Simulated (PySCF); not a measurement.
pentane: calculation and literature

Molfile (atoms numbered from 1):
```
C5H12
     RDKit          3D

 17 16  0  0  0  0  0  0  0  0999 V2000
   -2.5507   -0.0761    0.1228 C   0  0  0  0  0  0  0  0  0  0  0  0
   -1.2278    0.4819    0.6177 C   0  0  0  0  0  0  0  0  0  0  0  0
   -0.0224   -0.2181    0.0126 C   0  0  0  0  0  0  0  0  0  0  0  0
    1.3076    0.3335    0.4986 C   0  0  0  0  0  0  0  0  0  0  0  0
    2.5046   -0.3693   -0.1173 C   0  0  0  0  0  0  0  0  0  0  0  0
   -3.4005    0.4498    0.5638 H   0  0  0  0  0  0  0  0  0  0  0  0
   -2.6326    0.0135   -0.9641 H   0  0  0  0  0  0  0  0  0  0  0  0
   -2.6490   -1.1362    0.3729 H   0  0  0  0  0  0  0  0  0  0  0  0
   -1.1720    1.5530    0.3909 H   0  0  0  0  0  0  0  0  0  0  0  0
   -1.1795    0.4024    1.7099 H   0  0  0  0  0  0  0  0  0  0  0  0
   -0.0745   -1.2908    0.2381 H   0  0  0  0  0  0  0  0  0  0  0  0
   -0.0695   -0.1388   -1.0811 H   0  0  0  0  0  0  0  0  0  0  0  0
    1.3547    1.4054    0.2748 H   0  0  0  0  0  0  0  0  0  0  0  0
    1.3535    0.2518    1.5908 H   0  0  0  0  0  0  0  0  0  0  0  0
    2.5002   -0.2714   -1.2066 H   0  0  0  0  0  0  0  0  0  0  0  0
    3.4473    0.0432    0.2491 H   0  0  0  0  0  0  0  0  0  0  0  0
    2.4963   -1.4378    0.1155 H   0  0  0  0  0  0  0  0  0  0  0  0
  1  2  1  0
  2  3  1  0
  3  4  1  0
  4  5  1  0
  1  6  1  0
  1  7  1  0
  1  8  1  0
  2  9  1  0
  2 10  1  0
  3 11  1  0
  3 12  1  0
  4 13  1  0
  4 14  1  0
  5 15  1  0
  5 16  1  0
  5 17  1  0
M  END
```

Computational details: geometry from PBE0-D3(BJ)/def2-TZVP, GIAO B97-2/pcSseg-2 shieldings, in PySCF (rapidly exchanging positions averaged, a single conformation, gas phase, relativity neglected).

Reference values: measured (solution, TFE-d3, 298 K; Fulmer et al., Organometallics 2010, 29, 2176).
```tsv
atoms	quantity	reference	computed	computed, scaled
C3	δ 13C	35.8	40.8	37.3
C2/C4	δ 13C	23.8	29.6	26.5
C1/C5	δ 13C	14.5	17.8	15.1
H6/H7/H8/H15/H16/H17	δ 1H	0.90	0.98	1.06
```

Reference values: measured (solution, THF-d8, 298 K; Fulmer et al., Organometallics 2010, 29, 2176).
```csv
atoms,quantity,reference,computed,"computed, scaled"
C3,δ 13C,34.9,40.8,37.3
C2/C4,δ 13C,23.0,29.6,26.5
C1/C5,δ 13C,14.2,17.8,15.1
H6/H7/H8/H15/H16/H17,δ 1H,0.89,0.98,1.06
```

Reference values: measured (solution, CD3OD, 298 K; Fulmer et al., Organometallics 2010, 29, 2176).
```
               atoms  quantity  reference  computed  computed, scaled
                  C3     δ 13C       35.3      40.8              37.3
               C2/C4     δ 13C       23.4      29.6              26.5
               C1/C5     δ 13C       14.4      17.8              15.1
H6/H7/H8/H15/H16/H17      δ 1H       0.90      0.98              1.06
```

Reference values: measured (solution, toluene-d8, 298 K; Fulmer et al., Organometallics 2010, 29, 2176).
| atoms | quantity | reference | computed | computed, scaled |
| --- | --- | --- | --- | --- |
| C3 | δ 13C | 34.5 | 40.8 | 37.3 |
| C2/C4 | δ 13C | 22.8 | 29.6 | 26.5 |
| C1/C5 | δ 13C | 14.3 | 17.8 | 15.1 |

Computed shifts are σ(ref) − σ with the named reference compound (TMS for H and C) calculated as an isolated molecule at the same level. The measured values may be among those fitted. Empirical linear scaling, fitted to shifts measured mostly in CDCl3 for H and C (δ vs TMS): 1H (scatter 0.14 ppm rms, 0.16 ppm with the 4 outliers that the fit left out); 13C (scatter 2.0 ppm rms, 2.1 ppm with the 1 outlier that the fit left out). A few per cent of atoms miss by over 2 rms, more outside the fitted compound classes.

(1) How far are the unscaled 13C shifts from the references?

(2) How far are the unscaled 1H shifts from the references?

Results:

(1) Mean signed difference +5.16 ppm, mean absolute 5.16 ppm over 12 comparisons; the largest is +6.8 ppm at C2/C4 (sp3 CH2).

(2) Mean signed difference +0.08 ppm, mean absolute 0.08 ppm over 3 comparisons; the largest is +0.09 ppm at H6/H7/H8/H15/H16/H17 (hydrogen on a methyl carbon).

15 of the 55 published NMR values on file for this molecule are compared. The rest: values from further sources, protons in aromatic solvents, values whose atom or origin is in doubt.
